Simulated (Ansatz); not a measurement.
# C3H3N: the cost of one run

Method: the levels named in each step, in Ansatz 0.2.0.

### Step 1. The system as given

Bond lengths: H1–N2 1.017 Å, N2–C3 1.259 Å, C3–C4 1.416 Å, C4–C5 1.201 Å, C3–H6 1.102 Å, C5–H7 1.050 Å. Angles: H1–N2–C3 115.3°, N2–C3–C4 120.9°, N2–C3–H6 125.7°, C4–C3–H6 113.4°, C3–C4–C5 177.9°, C4–C5–H7 179.3°.

Structure file:

```xyz
7

H    -2.4312    0.4582    0.5399
N    -1.4460    0.6548    0.3802
C    -0.7372   -0.3448    0.0906
C     0.6505   -0.2059   -0.1571
C     1.8291   -0.1309   -0.3748
H    -1.0962   -1.3824   -0.0003
H     2.8589   -0.0522   -0.5630
```

### Step 2. A rough first relaxation, PBE-D4/def2-SVP

File input.yaml:

```yaml
crystal:
  periodic: [false, false, false]
  atoms:
    - { symbol: H, position_ang: [-2.43122, 0.45817, 0.53991] }
    - { symbol: "N", position_ang: [-1.44596, 0.65475, 0.38018] }
    - { symbol: C, position_ang: [-0.73724, -0.34485, 0.09058] }
    - { symbol: C, position_ang: [0.65046, -0.2059, -0.15713] }
    - { symbol: C, position_ang: [1.82914, -0.13087, -0.37484] }
    - { symbol: H, position_ang: [-1.09621, -1.38243, -0.00034] }
    - { symbol: H, position_ang: [2.85893, -0.05217, -0.56301] }
basis:
  gaussian: { orbitals: def2-SVP }
hamiltonian:
  xc: pbe
  dispersion: d4
relax:
  f_tol: 0.03
  max_steps: 200
```

Started as:

```bash
$ ansatz run input.yaml --threads 2 --pin off --max-ram 5120MiB --backend cpu --events-out ev --progress --plain --runs-dir out
```

What time and memory should one allow on 2 threads of Intel Xeon at 2.50GHz (Skylake/Cascade Lake), shared host?

About 19 s, with a peak of 0.13 GiB.
